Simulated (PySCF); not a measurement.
Predicted microwave data (PBE0-D3(BJ)/def2-SVP geometry optimisation, gas phase in PySCF 2.14.0) for one isomer of C4H6N2:

- Rotational constants: A = 9044, B = 3755, C = 2699 MHz
- Dipole components: |μa| = 1.34 D, |μb| = 1.97 D, |μc| = 0.01 D
- Inertial defect: -3.24 u·Å²
- κ: -0.67

**Question.** Which candidate fits, each taken in the one conformer that was computed?
A. `[CH2:1]=[C:2]([C:3]#[N:4])[CH2:5][NH2:6]` with C1–C2–C5–N6 123°, C2–C5–N6–H -54° and 65°
B. `Cc1cnc[nH]1`
C. `Cc1cc[nH]n1`
D. `[CH2:1]=[CH:2]/[N:3]=[CH:4]\[N:5]=[CH2:6]` with C1–C2–N3–C4 -168°, N3–C4–N5–C6 81°
E. `Cn1cccn1`
F. `[CH3:1]/[N:2]=[CH:3]/[CH2:4][C:5]#[N:6]` with N2–C3–C4–C5 126°

**Answer.** E. It is Cn1cccn1, an asymmetric top. The candidates at the same level (rigid rotor, commonest isotopes):

| SMILES | A (MHz) | B (MHz) | C (MHz) | μa (D) | μb (D) | μc (D) | Δ (u·Å²) | point group | rotor |
| --- | --- | --- | --- | --- | --- | --- | --- | --- | --- |
| C=C(C#N)CN | 4589 | 3260 | 2056 | 1.81 | 2.52 | 0.46 | -19.36 | C1 | asymmetric top |
| C=C/N=C\N=C | 9182 | 2225 | 1889 | 1.84 | 1.76 | 0.95 | -14.61 | C1 | near-prolate asymmetric top |
| Cn1cccn1 | 9044 | 3755 | 2699 | 1.34 | 1.97 | 0.01 | -3.24 | near Cs | asymmetric top |
| Cc1cc[nH]n1 | 9002 | 3532 | 2577 | 1.75 | 0.78 | 0.00 | -3.17 | near Cs | asymmetric top |
| Cc1cnc[nH]1 | 9107 | 3491 | 2564 | 2.69 | 2.99 | 0.00 | -3.19 | Cs | asymmetric top |
| C/N=C/CC#N | 14034 | 1550 | 1463 | 3.17 | 1.39 | 1.32 | -16.67 | C1 | near-prolate asymmetric top |

`C=C(C#N)CN` has A 49 % too low; `Cc1cc[nH]n1` has B 6 % too low; `Cc1cnc[nH]1` has B 7 % too low; `C=C/N=C\N=C` has B 41 % too low; `C/N=C/CC#N` has B 59 % too low. No structure here is proved a minimum.
